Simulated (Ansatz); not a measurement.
# CF2 (triplet): from Hartree-Fock to the top rungs at a displaced geometry (v1), cc-pVDZ

How much of the correlation energy of CF2 (triplet) does each wave-function method recover here?

Computed with Ansatz 0.2.0, Gaussian basis. Level: cc-pVDZ, core rule «outside noble gas», up to 3 orbitals frozen.

Plan: UHF; CCSD(T) on ROHF; CCSD(T) on UHF; BCCD(T) on ROHF; CISD; CCSDT(Q) on ROHF; CCSDT(Q) on UHF; CASSCF and MRCISD+Q, 14 electrons in 10 orbitals; CASSCF and NEVPT2, 14 electrons in 10 orbitals.

25 further runs of the same task are left out: 10 that didn't finish, 15 set aside as unsound or not needed.

## (1) What is computed

The geometry is a PBE0/def2-TZVP stationary point (not a proven minimum) with its atoms shifted at random (size 0.040 Å).

3 atoms, charge 0, spin multiplicity 3.

Atoms are counted from 1 here; the program's logs count them from 0.

Bond lengths: C1–F2 1.310 Å, C1–F3 1.286 Å. Angles: F2–C1–F3 117.5°.

## (2) UHF

in.yaml

```yaml
crystal:
  periodic: [false, false, false]
  atoms:
    - {symbol: C, position_ang: [-0.017589, -0.511174, 0.024664]}
    - {symbol: F, position_ang: [-0.018422, 0.131926, -1.116856]}
    - {symbol: F, position_ang: [0.029542, 0.191236, 1.101263]}
basis:
  gaussian: {orbitals: cc-pVDZ}
magnetization: {spin_polarized: true, initial_magnetization: 2}
hamiltonian: {xc: hf}
output: {orbitals: {seedname: orbitals}}
```

The run is started by

```console
ansatz run in.yaml --threads 1 --pin off --events-out ev --progress --plain --max-ram 2393MiB
```

The runs that follow: CCSD(T) on ROHF; CCSD(T) on UHF; BCCD(T) on ROHF; CISD; CCSDT(Q) on ROHF; CCSDT(Q) on UHF; CASSCF and MRCISD+Q, 14 electrons in 10 orbitals; CASSCF and NEVPT2, 14 electrons in 10 orbitals.

**Question.** What will the summary of the whole plan be? Wanted: UCCSDT(Q) below the RHF energy; RMP2 from UCCSDT(Q); UMP2 from UCCSDT(Q); RCCSD from UCCSDT(Q); RCCSD(T) from UCCSDT(Q); UCCSD(T) from UCCSDT(Q); RCCSDT(Q) from UCCSDT(Q); NEVPT2 valence from UCCSDT(Q); MRCISD+Q valence from UCCSDT(Q).

**Answer**, as computed:

```
                         quantity                               value
   UCCSDT(Q) below the RHF energy                         -13.0007 eV
              RMP2 from UCCSDT(Q)                        +61.1 kJ/mol
              UMP2 from UCCSDT(Q)                        +60.7 kJ/mol
             RCCSD from UCCSDT(Q)                        +27.9 kJ/mol
          RCCSD(T) from UCCSDT(Q)                         +4.4 kJ/mol
          UCCSD(T) from UCCSDT(Q)                         +4.4 kJ/mol
         RCCSDT(Q) from UCCSDT(Q)                         +0.4 kJ/mol
    NEVPT2 valence from UCCSDT(Q)                       +111.6 kJ/mol
  MRCISD+Q valence from UCCSDT(Q)                        +13.8 kJ/mol
levels within 1 kcal/mol (43 meV)  BCCD(T), RCCSDT, UCCSDT, RCCSDT(Q)
                    T1 diagnostic                               0.021
   effectively unpaired electrons                                2.01
```

**Reading.** RCCSD(T) misses by +4.4 kJ/mol, 0.4 % of the correlation energy. One determinant dominates. Of the multireference levels listed MRCISD+Q valence comes nearest in total energy (+13.8 kJ/mol), which doesn't show that its space is the better one. These misses are within one basis, not against nature; the frozen cores of restricted and unrestricted runs differ, which can shift their rows.
